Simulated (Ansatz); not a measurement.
# CO2− (doublet): geometry and frequencies at several levels

The task here is to estimate one member of a computed series from the others.

Program: Ansatz 0.2.0. Level of theory: the levels named in each step. These are calculated values, not measurements.

## The structure to begin with

Bond lengths: O1–C2 1.252 Å, C2–O3 1.252 Å. Angles: O1–C2–O3 134.1°.

Coordinates:

```xyz
3

O    -1.1362    0.0899   -0.2200
C    -0.0309   -0.1946    0.2952
O     1.1594    0.0562   -0.0017
```

Set-up of the first run:

input.yaml

```yaml
crystal:
  periodic: [false, false, false]
  atoms:
    - { symbol: O, position_ang: [-1.13622, 0.08988, -0.21996] }
    - { symbol: C, position_ang: [-0.03091, -0.19456, 0.29522] }
    - { symbol: O, position_ang: [1.15944, 0.05618, -0.00166] }
magnetization:
  spin_polarized: true
  initial_magnetization: 1
total_charge: -1
basis:
  gaussian: { orbitals: def2-SVPD }
hamiltonian:
  xc: pbe
  dispersion: d4
relax:
  f_tol: 0.03
  max_steps: 200
```

Launch:

```console
$ ansatz run input.yaml --threads 2 --pin off --max-ram 5120MiB --backend cpu --events-out ev --progress --plain --runs-dir out
```

Steps of the session up to this table: A rough first relaxation, PBE-D4/def2-SVPD; Relaxation, PBE0-D4/def2-TZVPPD; Frequencies, PBE0-D4/def2-TZVPPD; Relaxation, PBE-D4/def2-TZVPPD; Frequencies, PBE-D4/def2-TZVPPD; Relaxation, r2SCAN-D4/def2-TZVPPD; Frequencies, r2SCAN-D4/def2-TZVPPD; Relaxation, B3LYP-D4/def2-TZVPPD; Frequencies, B3LYP-D4/def2-TZVPPD; Relaxation, B2PLYP/def2-TZVPPD.

One table of the session follows, with a row left open; its other results are not shown here.

It belongs to the step «Geometries side by side». 

```
                level  O1–C2 (Å)  C2–O3 (Å)  highest frequency (cm⁻¹)
  PBE0-D4/def2-TZVPPD     1.2233     1.2233                      1815
   PBE-D4/def2-TZVPPD          ?          ?                         ?
r2SCAN-D4/def2-TZVPPD     1.2286     1.2286                      1777
 B3LYP-D4/def2-TZVPPD     1.2275     1.2275                      1762
   B2PLYP/def2-TZVPPD     1.2323     1.2323                         -
```

Q: Estimate the row for PBE-D4/def2-TZVPPD from the others.

The run gave: O1–C2 (Å): 1.2331; C2–O3 (Å): 1.2331; highest frequency (cm⁻¹): 1771. In the column «O1–C2 (Å)» it is the highest.
